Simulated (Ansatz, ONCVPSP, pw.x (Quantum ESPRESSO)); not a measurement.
# Equation-of-state test of one ONCV potential (silicon)

- Element: silicon
- Generator: ONCVPSP 4.0.1.1 (patched build)
- Type: optimised norm-conserving Vanderbilt (ONCV)
- Functional: PBE
- Relativity: scalar-relativistic
- Frozen core: [Ne]
- Valence charge: 4
- Reference configuration: 3s2 3p2
- Partial waves: 3s: rc 1.55 bohr, ncon 3, nbas 6, qcut 4.6 1/bohr, 2 projectors, debl 3.4 Ha; 3p: rc 2.30 bohr, ncon 4, nbas 8, qcut 2.9 1/bohr, 2 projectors, debl 3.6 Ha; d scattering state at 0.27 Ha: rc 1.90 bohr, ncon 4, nbas 7, qcut 4.2 1/bohr, 2 projectors, debl 3.6 Ha
- Local potential: polynomial inside 1.50 bohr (lpopt 4, dvloc0 1 Ha)
- Core correction: Teter function, fcfact 2.25, rcfact 1.2

Atomic tests: cutoffs needed: 8.0 Ha and 10 Ha (the cutoffs (Ha) at which the residual kinetic energy of the hardest occupied pseudo-wave falls to 1 and 0.1 mHa per electron) The cutoffs count occupied waves only; projector 2 of the d channel, the hardest unoccupied one, needs 55 Ha at the loose tolerance.; ghost test: no bound ghost flagged; no localised positive-energy state flagged; largest excitation error: +32 meV (all-electron minus pseudo) for 3s1 3p0, out of 4 test configurations.

Crystal test: diamond Si in pw.x 7.5, no spin, 8³ k-points, Fermi–Dirac smearing 0.01 Ry, cutoffs 50/200 Ry. The reference is all-electron LAPW (Ansatz 0.2.0) with the same functional, mesh and smearing; V0 and B0 come from Birch–Murnaghan fits to the pressures at five volumes. Errors are pseudo minus all-electron; Δ is the rms difference of the E(V) curves that follow from these fits, minima aligned, over ±6 % about the mean V0. Mesh and smearing are coarse, so the numbers serve the comparison and aren't converged zero-temperature values; the lattice is a test structure that the element need not adopt.

| V (Å³/atom) | P all-electron (GPa) | P pseudo (GPa) |
| --- | --- | --- |
| 19.440 | 5.01 | 5.35 |
| 19.951 | 2.31 | 2.65 |
| 20.463 | -0.05 | 0.28 |
| 20.975 | -2.12 | -1.80 |
| 21.486 | -3.93 | -3.62 |

All-electron: a0 = 5.469 Å (V0 = 20.45 Å³/atom), B0 = 88.5 GPa.

Pseudopotential: mean pressure error (GPa): +0.33; a0 (Å): 5.476; a0 error (%): +0.12; B0 error (%): -1.2; Δ (meV/atom): 1.5.

**Question.** At the middle volume, how do free energy and pressure move when the wave cutoff is lowered (ecutrho kept at four times it)?

**Answer.**

| cutoff (Ry) | shift of F (meV/atom) | shift of P (GPa) |
| --- | --- | --- |
| 22 | +5.4 | -0.04 |
| 30 | +3.7 | +0.03 |
| 40 | +1.2 | -0.02 |

The run at the middle volume (29 k-points, 7 iterations) took about 15 s on one core of a shared host (Neoverse-N1, 64 threads, 124 GiB, load 54).
